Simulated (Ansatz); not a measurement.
Geometry optimisation, RKS PBE-D4/6-31G* in Ansatz.

Input file:

```yaml
crystal:
  periodic: [false, false, false]
  atoms:
    - { symbol: "N", position_ang: [-0.2449, 1.1604, 0.3087] }
    - { symbol: C, position_ang: [0.3406, -0.0011, -0.013] }
    - { symbol: "N", position_ang: [0.1358, -0.8478, 1.069] }
    - { symbol: "N", position_ang: [-0.2131, -0.5875, -1.1075] }
    - { symbol: F, position_ang: [1.6451, 0.1895, -0.275] }
    - { symbol: H, position_ang: [-0.272, 1.8145, -0.5215] }
    - { symbol: H, position_ang: [-1.2283, 0.9893, 0.5226] }
    - { symbol: H, position_ang: [0.7322, -1.6677, 0.837] }
    - { symbol: H, position_ang: [0.6931, -0.3915, 1.877] }
    - { symbol: H, position_ang: [-0.2639, 0.0481, -1.8573] }
    - { symbol: H, position_ang: [-1.2591, -0.7632, -0.8196] }
basis:
  gaussian: { orbitals: "6-31G*" }
hamiltonian:
  xc: pbe
  dispersion: d4
relax:
  f_tol: 0.015
  max_steps: 40
output:
  orbitals: {}
```

Run as:

```bash
$ ansatz run input.yaml --threads 1 --pin off --max-ram 2048MiB --backend cpu --events-out ev --progress --plain --runs-dir out
```

Question: Where does it end, and by what steps?

Answer: The forces met the threshold. After 7 steps the energy has fallen by 1.181 eV; H10 moved furthest, 0.23 Å.

| step | energy less start (eV) | largest force component (eV/Å) | accepted |
| --- | --- | --- | --- |
| 0 | 0.0000 | 6.466 | yes |
| 1 | -1.0114 | 1.982 | yes |
| 2 | -0.9308 | 3.142 | no |
| 3 | -1.1508 | 0.306 | yes |
| 4 | -1.1700 | 0.199 | yes |
| 5 | -1.1798 | 0.073 | yes |
| 6 | -1.1806 | 0.017 | yes |
| 7 | -1.1807 | 0.004 | yes |

```xyz
11
Properties=species:S:1:pos:R:3
N -0.268 1.286 0.404
C 0.290 0.004 -0.008
N 0.223 -0.868 1.115
N -0.262 -0.717 -1.150
F 1.609 0.329 -0.424
H -0.190 1.949 -0.375
H -1.263 1.163 0.619
H 0.686 -1.752 0.888
H 0.682 -0.426 1.916
H -0.185 -0.128 -1.985
H -1.257 -0.898 -0.979
```

Whether the end is a true minimum wasn't checked by a vibrational analysis.

Run time: 77 s on 1 thread of Intel(R) Xeon(R) Processor @ 2.50GHz (Skylake/Cascade Lake) (shared host), peak memory 0.18 GiB.
